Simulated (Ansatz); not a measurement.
Ideal-gas functions of `[O]OF` radical at 298.15 K and 1 bar, from an Ansatz frequency run at PBE0-D4/def2-TZVP.

Molar mass 51.0 g/mol, point group Cs (symmetry number 1), electronic degeneracy 2, moments of inertia 6.158, 46.623, 52.781 u Å². Harmonic wavenumbers (cm⁻¹, unscaled): 387, 632, 1585.

Use S(trans) = R[1.5 ln M + 2.5 ln T − 1.1517]; rotational temperatures θ = 24.2544 K / I; S(rot) = R[ln(√π/σ · √(T³/θAθBθC)) + 1.5]; for each mode x = 1.438777 ν̃/T, S = R[x/(eˣ − 1) − ln(1 − e⁻ˣ)] and H = RT x/(eˣ − 1); 1 cm⁻¹ = 0.0119627 kJ/mol; R = 8.31446 J/(mol·K).

Task: By hand: the entropy, in J/(mol·K).

Result: Translation 157.9. Rotation: θ = 3.9387, 0.5202, 0.4595 K, giving 88.5. Vibration, mode by mode: 4.23, 1.66, 0.03, in all 5.9. Electronic 5.8. Sum 258.1 J/(mol·K).

Task: By hand: H − E and G − E in kJ/mol, counted from the electronic energy.

Result: Zero-point energy ½ × 2604 × 0.0119627 = 15.6; thermal vibration 1.2; translation, rotation and pV give 4 RT = 9.9. H − E = 26.7 kJ/mol, and G − E = 26.7 − 298.15 × 258.1/1000 = -50.3 kJ/mol.

Vibration gives 2 % of the entropy.
